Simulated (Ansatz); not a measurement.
## W: from a first guess to the relaxed bcc type

First guess:

```yaml
crystal:
  lattice:
    - [-1.61026, 1.61026, 1.61026]
    - [1.61026, -1.61026, 1.61026]
    - [1.61026, 1.61026, -1.61026]
  atoms:
    - { symbol: W, position: [0.00000, 0.00000, 0.00000] }
```

These are results of Ansatz 0.2.0, DFT, PBE, PAW with Ansatz's default frozen-core files, scalar-relativistic, not measurements.

Cell and atoms relax within the symmetry of the start on a 14×14×14 k mesh with 0.08 eV Fermi–Dirac smearing.

The start is built from a prototype, known or not as a phase of this compound; the cutoff is 420 eV.

Spin–orbit coupling is left out, though it moves levels of the heavy atoms by tenths of an eV or more.

(1) What is the pressure of the first guess?

(2) What does it relax to?

(3) How much energy does the relaxation release?

## Answers

(1) -9.51 GPa.

(2) a = 3.185 Å, b = 3.185 Å, c = 3.185 Å, α = 90.00°, β = 90.00°, γ = 90.00° (conventional cell), 16.15 Å³ per atom:
```cif
data_structure
_symmetry_space_group_name_H-M 'Im-3m'
_symmetry_Int_Tables_number 229
_cell_length_a 3.1845
_cell_length_b 3.1845
_cell_length_c 3.1845
_cell_angle_alpha 90.000
_cell_angle_beta 90.000
_cell_angle_gamma 90.000
_cell_volume 32.30
loop_
_atom_site_label
_atom_site_type_symbol
_atom_site_symmetry_multiplicity
_atom_site_Wyckoff_symbol
_atom_site_fract_x
_atom_site_fract_y
_atom_site_fract_z
_atom_site_occupancy
W1 W 2 a 0.00000 0.00000 0.00000 1
```

(3) 17 meV/atom.
